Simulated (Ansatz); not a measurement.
A made-up structure of CH$_{5}$NS, closed shell:

```xyz
8
angstrom
N -0.7600 0.6481 0.0461
C 0.5188 0.1664 0.0049
S 0.4024 -0.8992 1.1712
H -0.6298 1.2864 -0.5596
H -1.5599 0.0103 -0.3194
H 1.3554 0.8818 0.3977
H 0.8898 -0.2532 -1.0335
H -0.2169 -1.8407 0.2926
```

It is relaxed with PBE-D4/def2-SVP and then PBE0-D4/def2-TZVP (Ansatz 0.2.0). Atoms count as bonded within 1.22 times the sum of their covalent radii (H–H: 0.88 Å). The end point is not checked to be a true minimum.

Task: Does its bonding change? (Judge from chemistry; the calculation decides.)

Result: The calculation gives: No: no bond forms or breaks.

Where it ends: The first stage lowers the energy by 2.95 eV in 12 steps. It ends as CH₅NS ([NH2][CH2][SH]):
N1  (-0.791, 0.818, -0.052)
C2  (0.485, 0.142, 0.011)
S3  (0.511, -1.189, 1.238)
H4  (-0.745, 1.601, -0.694)
H5  (-1.516, 0.191, -0.377)
H6  (1.240, 0.853, 0.356)
H7  (0.844, -0.280, -0.935)
H8  (-0.029, -2.136, 0.455)
(Å)

Labels in which every atom is bracketed show which atoms are joined, not bond orders.

For scale, one of the runs: PBE0-D4/def2-TZVP relaxation, 129 basis functions, launched by `ansatz run in.yaml --threads 2 --pin off --events-out ev --progress --plain --max-ram 4352MiB`. The run took about 22 s on 2 CPU threads of an Arm Neoverse V1 (shared host).
